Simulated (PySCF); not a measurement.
Working out the ionisation energy of Si

Si [Ne] 3s2 3p2 (3P) → Si+ [Ne] 3s2 3p1 (2P). All numbers are calculated (PySCF 2.14, the spin-free X2C one-electron Hamiltonian (Gaussian nucleus), in cc-pVDZ-DK). Frozen: [Ne]. Energies in hartree (1 hartree = 27.21139 eV):

```csv
part,Si (lower),Si+ (upper)
UHF,-289.452067,-289.171607
CCSD correlation,-0.063930,-0.053027
(T),-0.000992,-0.000634
```

Task: What does Hartree-Fock give?

Result: (-289.171607) − (-289.452067) = 0.280460 hartree = 7.632 eV.

Task: What do CCSD and CCSD(T) give?

Result: The CCSD correlation energies differ by 0.010903 hartree = 0.297 eV and the triples by 0.000358 hartree = 0.010 eV, so CCSD gives 7.929 eV and CCSD(T) 7.939 eV.

Measured between the centres of the two terms (NIST): 8.157 eV, so CCSD(T) (valence) is off by -0.218 eV.

A double-zeta basis recovers only part of the correlation energy.

What remains against the reference includes basis incompleteness, the frozen core and higher excitations.
